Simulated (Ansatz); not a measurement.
Input (CCSDT(Q)/cc-pVDZ; Ansatz, an electronic-structure program):

Ansatz 0.2 input:
```yaml
crystal:
  periodic: [false, false, false]
  atoms:
    - {symbol: C, position_ang: [1.32056975, 0.24404559, 0.00357453]}
    - {symbol: C, position_ang: [0.02503662, 0.39748418, -0.00625528]}
    - {symbol: H, position_ang: [1.77580417, -0.75008802, 0.02216143]}
    - {symbol: H, position_ang: [2.00843189, 1.08316632, -0.00602326]}
    - {symbol: C, position_ang: [-1.20712725, -0.39301892, -0.00053230]}
    - {symbol: H, position_ang: [-0.98200090, -1.46922903, 0.01806833]}
    - {symbol: H, position_ang: [-1.82155905, -0.16328037, 0.87335448]}
    - {symbol: H, position_ang: [-1.81155080, -0.19163399, -0.88828262]}
basis:
  gaussian:
    orbitals: cc-pVDZ
magnetization: {spin_polarized: true, initial_magnetization: 1}
correlation: {method: ccsdt_q, electrons: outside_noble_gas}
```

Output:

```
Functional definition: HF
integrals: 0.09 GiB planned
1287 factors; integrals over basis functions are off by at most 1.9e-7 eV
mean field: 0.18 GiB planned
mean field evaluation 1: about -3166.2584 eV, gradient 1.7e1 eV
mean field evaluation 2: about -3166.2607 eV, gradient 1.7e1 eV
mean field evaluation 4: about -3168.4394 eV, gradient 2.2e0 eV
mean field evaluation 8: about -3168.5601 eV, gradient 5.0e-1 eV
mean field evaluation 16: about -3168.1784 eV, gradient 5.7e0 eV
mean field evaluation 32: about -3165.4334 eV, gradient 4.0e-2 eV
mean field -3168.59881030 eV, -116.4438585252 hartree, gradient 2.1e-6 eV, S^2 0.914576; 1 other end points of the search recorded, 0 dependent functions left out
determinant -3168.59881030 eV, -116.4438585252 hartree, with singles and doubles -3180.10015457 eV, -116.8665251312 hartree
determinant -3165.43348353 eV, -116.3275349117 hartree, with singles and doubles -3176.62267524 eV, -116.7387301228 hartree
3 core orbitals not correlated
reference -3168.59881030 eV, -116.4438585252 hartree; 9, 8 occupied and 55, 56 virtual orbitals, 1287 factors
second order -10.16756348 eV of doubles, -0.00000000 eV of singles
coupled cluster: 4.15 GiB planned
cycle   1  -10.96253114 eV  change   -7.9e-1 eV  update   9.6e-2
cycle   2  -11.60835605 eV  change   -6.5e-1 eV  update   4.6e-2
cycle   3  -11.90765016 eV  change   -3.0e-1 eV  update   3.3e-2
cycle   4  -11.88403761 eV  change    2.4e-2 eV  update   1.9e-2
cycle   5  -11.90133184 eV  change   -1.7e-2 eV  update   9.5e-3
cycle   6  -11.91266122 eV  change   -1.1e-2 eV  update   4.2e-3
cycle   7  -11.91044465 eV  change    2.2e-3 eV  update   2.3e-3
cycle   8  -11.91148985 eV  change   -1.0e-3 eV  update   1.6e-3
cycle   9  -11.91340164 eV  change   -1.9e-3 eV  update   8.7e-4
cycle  10  -11.91253204 eV  change    8.7e-4 eV  update   4.1e-4
cycle  11  -11.91346190 eV  change   -9.3e-4 eV  update   1.7e-4
cycle  12  -11.91359275 eV  change   -1.3e-4 eV  update   5.7e-5
cycle  13  -11.91367523 eV  change   -8.2e-5 eV  update   2.7e-5
cycle  14  -11.91370152 eV  change   -2.6e-5 eV  update   1.1e-5
cycle  15  -11.91370174 eV  change   -2.3e-7 eV  update   4.9e-6
cycle  16  -11.91370016 eV  change    1.6e-6 eV  update   2.6e-6
cycle  17  -11.91370026 eV  change   -1.0e-7 eV  update   1.1e-6
coupled cluster: 4.15 GiB planned
perturbative correction -0.02380025 eV, -0.0008746431 hartree
Total energy: -3180.53631082 eV, -116.8825535777 hartree
```

The determinant is spin-contaminated: <S^2> is 0.91, 0.16 over the pure value.
